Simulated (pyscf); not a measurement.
One atom transfer on the doublet surface with elements of a group swapped. CCSD(T)/def2-TZVPP + ΔMP2(QZVPP), kcal/mol, from the separated reactants. Single points on ωB97X-D3(BJ)/def2-SVP structures (PySCF, gas phase). MP2 and CC: frozen core, UHF for open shells. ΔMP2 is the change of the MP2 total energy from the triple- to the quadruple-zeta basis.

```json
[
 {"step": "`[Cl][Ag]` + `[H]` [doublet] -> `[Ag]` [doublet] + `[ClH]`", "barrier": "2.9", "reaction energy": "-33.5", "imaginary mode (i cm⁻¹)": "987"},
 {"step": "`[Cl][Au]` + `[H]` [doublet] → `[Au]` [doublet] + `[ClH]`", "barrier": "[?]", "reaction energy": "[?]", "imaginary mode (i cm⁻¹)": "744"}
]
```

Task: Complete the blanks.

Result: 
- `[Cl][Au]` + `[H]` [doublet] → `[Au]` [doublet] + `[ClH]`, barrier: 2.0
- `[Cl][Au]` + `[H]` [doublet] → `[Au]` [doublet] + `[ClH]`, reaction energy: -39.1

Each row is the saddle that its search found. The CCSD(T) − MP2 part came from Ansatz, without density fitting, on the same reference. The frozen core leaves the outer d or s,p core shells of the metals and heavy elements correlated in the MP2 and CC values, and def2-TZVPP describes them poorly, which can shift differences by a few kcal/mol. Open-shell species with a d-block atom are single-reference here; other states, and whether the spin sits on metal or ligand, were not checked. Elements past Kr carry the def2 core potentials, without spin-orbit coupling.
